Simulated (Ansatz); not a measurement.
Results of PBE0 (Ansatz, a program for electronic structure, plane waves, PAW) for chalcopyrite AgInTe₂.

Numerical settings: plane-wave cutoff 460 eV, 6×6×6 k mesh, Fermi–Dirac smearing 0.01 eV, no spin polarisation, scalar-relativistic PAW data made under PBE.

Cell (relaxed with PBEsol):

```
AgInTe2
1.0
   -3.21550     3.21550     6.38336
    3.21550    -3.21550     6.38336
    3.21550     3.21550    -6.38336
In Ag Te
2 2 4
Direct
  0.50000   0.50000   0.00000
  0.25000   0.75000   0.50000
  0.00000   0.00000   0.00000
  0.75000   0.25000   0.50000
  0.37500   0.36627   0.49127
  0.63373   0.12500   0.00873
  0.87500   0.88373   0.50873
  0.11627   0.62500   0.99127
```

Task: Give the computed band gap.

Result: 
band gap: 1.52 eV (on the SCF k mesh)

Measured, for comparison: band gap 1.04 eV (temperature not stated, not corrected to a static lattice, direct or pseudo-direct at Γ; as tabulated in Ghosh et al. (2024), arXiv:2401.16805).

Note: cell and atoms aren't relaxed at this level (pressure 1.3 GPa).

Spin–orbit coupling is not included; with these elements it can move the gap by several tenths of an eV or more.

Static lattice: no zero-point or thermal effects.

Cost on a shared machine: around 2.1 core-hours (rough).
